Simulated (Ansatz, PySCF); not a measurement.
This PySCF input computes a CAM-B3LYP/def2-TZVPD energy:

```python
from pyscf import gto, scf, dft

mol = gto.M(
    atom='''
    C     1.04927885   -0.58527834    0.04637878
    C    -0.00995392    0.50709806    0.03465196
    O    -1.29849738    0.08458737   -0.10215282
    H     0.03307897    1.12810814    0.95086167
    H     0.17606814    1.24831543   -0.76718230
    H     2.04743003   -0.15600391    0.15948807
    H     0.87458400   -1.27550716    0.87275301
    H     1.02086827   -1.15252975   -0.88488227
    ''',
    basis='def2-tzvpd',
    charge=0,
    spin=1,
    verbose=4,
)

mf = dft.UKS(mol, xc='camb3lyp').density_fit(auxbasis='def2-universal-jkfit')
mf.grids.level = 3
mf.conv_tol = 1e-9
mf.max_cycle = 100
mf.max_memory = 1500
mf.kernel()
if not mf.converged:
    mf = mf.newton()
    mf.kernel(mf.make_rdm1())
for _ in range(2):
    mo, _, stable, _ = mf.stability(return_status=True)
    if stable:
        break
    mf.kernel(mf.make_rdm1(mo, mf.mo_occ))
mf.analyze()
```

Write an input for the same energy in Ansatz (a first-principles code) and say what it gives.


Ansatz 0.2 input:
```yaml
crystal:
  periodic: [false, false, false]
  atoms:
    - {symbol: C, position_ang: [1.04927885, -0.58527834, 0.04637878]}
    - {symbol: C, position_ang: [-0.00995392, 0.50709806, 0.03465196]}
    - {symbol: O, position_ang: [-1.29849738, 0.08458737, -0.10215282]}
    - {symbol: H, position_ang: [0.03307897, 1.12810814, 0.95086167]}
    - {symbol: H, position_ang: [0.17606814, 1.24831543, -0.76718230]}
    - {symbol: H, position_ang: [2.04743003, -0.15600391, 0.15948807]}
    - {symbol: H, position_ang: [0.87458400, -1.27550716, 0.87275301]}
    - {symbol: H, position_ang: [1.02086827, -1.15252975, -0.88488227]}
basis:
  gaussian:
    orbitals: def2-TZVPD
hamiltonian:
  xc: {name: CAM-B3LYP}
magnetization: {spin_polarized: true, initial_magnetization: 1}
output: {forces: true}
```
It gives -154.36153 Eh, and PySCF -154.36161 Eh, a difference of 0.08 mEh, from the treatment of integrals and grids.

It need not be the lowest isomer of its formula.
